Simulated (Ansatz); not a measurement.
## ZrPbO₃ (Pm-3m)

Method: DFT r2SCAN, scalar-relativistic, plane waves, PAW (Ansatz 0.2.0).

Cutoff 500 eV; k points 6×6×6 on the computed 5-atom cell (Γ-centred); Gaussian smearing, width 0.02 eV; no spin polarisation.

The structure is relaxed at this level of theory with its symmetry kept. Whether it is the stable form of this composition wasn't checked.

```
CELL_PARAMETERS angstrom
4.15955 0.00000 0.00000
0.00000 4.15955 0.00000
0.00000 0.00000 4.15955
ATOMIC_POSITIONS crystal
Zr 0.00000 0.00000 0.00000
Pb 0.50000 0.50000 0.50000
O 0.50000 0.00000 0.00000
O 0.00000 0.00000 0.50000
O 0.00000 0.50000 0.00000
```

**Question.** Formation energy from the elements' standard states (uncorrected)?

**Answer.** -2.655 eV/atom.

**Question.** Generalised Kohn–Sham band gap?

**Answer.** 2.85 eV, indirect from M to X.

**Question.** Löwdin character of the top 1 eV of the valence band?

**Answer.** O 2p 92 %.

**Question.** Löwdin character of the lowest 1 eV of the conduction band?

**Answer.** Pb 6p 73 %, O 2s 9 %, O 2p 8 %.

**Question.** Electron masses at the edge by Cartesian direction of the standard setting (m_e; degenerate bands sorted by energy; no spin-orbit coupling)?

**Answer.** x: 0.36; y: 0.36; z: 0.20.

**Question.** Hole masses at the edge by Cartesian direction of the standard setting (m_e; degenerate bands sorted by energy; no spin-orbit coupling)?

**Answer.** x: over 30; y: 1.1; z: 1.1.

**Question.** Bulk modulus?

**Answer.** 170 GPa.

**Question.** Its pressure derivative?

**Answer.** 4.3.

**Question.** Bader charges (e)?

**Answer.** Zr (1 in the cell) 2.68, Pb (1 in the cell) 1.40, O (3 in the cell) -1.36.

Spin-orbit coupling is left out, which matters for the bands of heavy elements.

Symmetry holds off the tilts and polar distortions that many cubic perovskites undergo.